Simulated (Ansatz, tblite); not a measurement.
**BCl3: charged states by level of theory**

An exercise on one series of results from a longer session: the logs are not shown, and one member is left open.

Program: Ansatz 0.2.0, Gaussian basis. Level of theory: as each input shows. These are calculated values, not measurements.

Levels to be run: charge +1 doublet, at the geometry of the singlet (PBE0-D4/def2-TZVP, PBE-D4/def2-TZVP, r2SCAN-D4/def2-TZVP, B3LYP-D4/def2-TZVP, PBE-QIDH/def2-TZVP, B97M-V/def2-TZVP, r2SCANh-D4/def2-TZVP, ωB97M-V/def2-TZVP, CCSD(T)/def2-TZVPP); charge +1 doublet, relaxed (PBE0-D4/def2-TZVP, PBE-D4/def2-TZVP); the starting singlet's energies come from earlier runs.

### The structure

The singlet was relaxed beforehand with PBE-D4/def2-TZVP.

4 atoms, charge 0, spin multiplicity 1.

Atoms are counted from 1 here; the program's logs count them from 0.

Bond lengths: B1–Cl2 1.748 Å, B1–Cl3 1.748 Å, B1–Cl4 1.748 Å. Angles: Cl2–B1–Cl3 120.0°, Cl2–B1–Cl4 120.0°, Cl3–B1–Cl4 120.0°.

The first run:

Input file in.yaml:

```yaml
crystal:
  periodic: [false, false, false]
  atoms:
    - {symbol: B, position_ang: [-0.000001, -0.000004, 0.000001]}
    - {symbol: Cl, position_ang: [1.747487, -0.027938, 0.013407]}
    - {symbol: Cl, position_ang: [-0.849453, 1.527351, -0.017447]}
    - {symbol: Cl, position_ang: [-0.898033, -1.499410, 0.004038]}
basis:
  gaussian: {orbitals: def2-SVP}
total_charge: 1
magnetization: {spin_polarized: true, initial_magnetization: 1}
hamiltonian: {xc: pbe0, dispersion: d4}
output: {orbitals: {seedname: orbitals}}
```

Started as:

```console
ansatz run in.yaml --threads 2 --pin off --events-out ev --progress --plain --max-ram 4352MiB
```

Steps of the session up to this table: Charge +1 doublet at the fixed geometry, first pass, PBE0-D4/def2-SVP; Charge +1 doublet at the fixed geometry, PBE0-D4/def2-TZVP; Charge +1 doublet at the fixed geometry, PBE-D4/def2-TZVP; Charge +1 doublet at the fixed geometry, r2SCAN-D4/def2-TZVP; Charge +1 doublet at the fixed geometry, B3LYP-D4/def2-TZVP; Charge +1 doublet at the fixed geometry, PBE-QIDH/def2-TZVP; Charge +1 doublet at the fixed geometry, B97M-V/def2-TZVP; Charge +1 doublet at the fixed geometry, r2SCANh-D4/def2-TZVP; Charge +1 doublet at the fixed geometry, ωB97M-V/def2-TZVP; Charge +1 doublet at the fixed geometry, CCSD(T)/def2-TZVPP.

One table of the session follows, with a row left open; its other results are not shown here.

It belongs to the step «Vertical ionisation energy». Beside −ε(HOMO) of the starting state:

| level | −ε(HOMO) (eV) | by difference (eV) | mismatch (eV) |
| --- | --- | --- | --- |
| PBE-D4/def2-TZVP | 7.67 | 10.80 | -3.13 |
| r2SCAN-D4/def2-TZVP | 8.03 | 11.07 | -3.03 |
| B97M-V/def2-TZVP | 8.13 | 11.18 | -3.05 |
| r2SCANh-D4/def2-TZVP | 8.56 | 11.24 | -2.68 |
| B3LYP-D4/def2-TZVP | ? | ? | ? |
| PBE0-D4/def2-TZVP | 9.11 | 11.33 | -2.22 |
| ωB97M-V/def2-TZVP | 11.36 | 11.67 | -0.31 |

Q: Estimate the row for B3LYP-D4/def2-TZVP from the others.

**Answer.** −ε(HOMO) (eV): 8.81; by difference (eV): 11.23; mismatch (eV): -2.42. In the column «−ε(HOMO) (eV)» it lies between r2SCANh-D4/def2-TZVP (8.56) and PBE0-D4/def2-TZVP (9.11).
